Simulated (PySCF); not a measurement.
CH3, SMILES [CH3], doublet, PBE/def2-SVP optimised geometry.

```
4

C     -0.27     0.00     0.00
H      0.82     0.00     0.00
H     -0.82    -0.95     0.00
H     -0.82     0.95     0.00
```

Density from unrestricted PBE/def2-TZVP (PySCF) at that geometry.

Minimum of the electron density along straight lines between bonded atoms, close to the bond critical point (lines longer than 1.1 times the sum of covalent radii, or with two minima, are not listed):

```csv
bond,length / Å,ρ at the minimum / e bohr⁻³,∇²ρ there / e bohr⁻⁵,position (fraction from the first atom)
C1–H2,1.098,0.272,-0.91,0.65
C1–H3,1.098,0.272,-0.91,0.65
C1–H4,1.098,0.272,-0.91,0.65
```
